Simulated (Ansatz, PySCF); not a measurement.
System: C2H4NO, charge 0, multiplicity 2. It need not be the lowest isomer of its formula. SMILES: [CH2]C(N)=O
Structure (B3LYP-D3(BJ)/def2-TZVP (Ansatz, a program for electronic structure) minimum search):
```xyz
8

O      0.2440     1.2982     0.2869
C      0.0056     0.1235     0.0276
N      1.0071    -0.7711    -0.2593
C     -1.3493    -0.3957    -0.0172
H      0.8326    -1.7569    -0.3335
H     -1.5726    -1.4257    -0.2615
H     -2.1561     0.2872     0.1984
H      1.9565    -0.4591    -0.1456
```
Charge 0, spin multiplicity 2.

Property: atomisation energy (electronic, to ground-state atoms), in kcal/mol. Valence correlation only, unless marked. UHF or UKS for open shells. No spin-orbit coupling. Non-relativistic. The coupled-cluster limit lacks core correlation, which all-electron functionals hold. CBS marks a two-point X^-3 extrapolation of the correlation energy; Hartree-Fock from the larger set. The bracket is a focal-point correction in the basis named.

```json
[
 {"level": "HF/6-31G", "program": "Ansatz", "atomisation energy (kcal/mol)": "470.0"},
 {"level": "HF/6-31G*", "program": "Ansatz", "atomisation energy (kcal/mol)": "517.5"},
 {"level": "HF-D4/def2-TZVPD", "program": "PySCF + dftd4", "atomisation energy (kcal/mol)": "536.1"},
 {"level": "PBE-D3(BJ)/def2-TZVPD", "program": "Ansatz + dftd3", "atomisation energy (kcal/mol)": "795.9"},
 {"level": "B3LYP-D3(BJ)/def2-TZVPD", "program": "Ansatz + dftd3", "atomisation energy (kcal/mol)": "768.4"},
 {"level": "B3LYP-D4/def2-TZVPD", "program": "Ansatz + dftd4", "atomisation energy (kcal/mol)": "767.8"},
 {"level": "PBE0-D4/def2-TZVPD", "program": "Ansatz + dftd4", "atomisation energy (kcal/mol)": "771.1"},
 {"level": "BHLYP-D3(BJ)/def2-TZVPD", "program": "Ansatz + dftd3", "atomisation energy (kcal/mol)": "734.4"},
 {"level": "BHLYP/def2-TZVPD", "program": "Ansatz", "atomisation energy (kcal/mol)": "730.7"},
 {"level": "HSE06-D3(BJ)/def2-TZVPD", "program": "Ansatz + dftd3", "atomisation energy (kcal/mol)": "771.6"},
 {"level": "CAM-B3LYP/def2-TZVPD", "program": "Ansatz", "atomisation energy (kcal/mol)": "768.1"},
 {"level": "B2PLYP-D3(BJ)/def2-TZVPD", "program": "Ansatz + dftd3", "atomisation energy (kcal/mol)": "758.6"},
 {"level": "B2PLYP-D4/def2-TZVPD", "program": "Ansatz + dftd4", "atomisation energy (kcal/mol)": "758.2"},
 {"level": "MP2/STO-3G", "program": "Ansatz", "atomisation energy (kcal/mol)": "629.9"},
 {"level": "RI-MP2/CBS(cc-pVTZ,cc-pVQZ)", "program": "Ansatz", "atomisation energy (kcal/mol)": "776.7"},
 {"level": "SCS-MP2/cc-pVDZ", "program": "Ansatz", "atomisation energy (kcal/mol)": "698.9"},
 {"level": "CCSD/6-31G*", "program": "Ansatz", "atomisation energy (kcal/mol)": "676.0"},
 {"level": "CCSD(T)/STO-3G", "program": "Ansatz", "atomisation energy (kcal/mol)": "658.1"},
 {"level": "CCSD(T)/aug-cc-pVDZ", "program": "Ansatz", "atomisation energy (kcal/mol)": "703.5"},
 {"level": "RI-MP2/CBS(cc-pVTZ,cc-pVQZ)+[CCSD(T)-MP2]/cc-pVDZ", "program": "Ansatz", "atomisation energy (kcal/mol)": "761.8"},
 {"level": "RI-MP2/CBS(cc-pVTZ,cc-pVQZ)+[CCSD(T)-MP2]/cc-pVTZ", "program": "Ansatz", "atomisation energy (kcal/mol)": "760.4"}
]
```
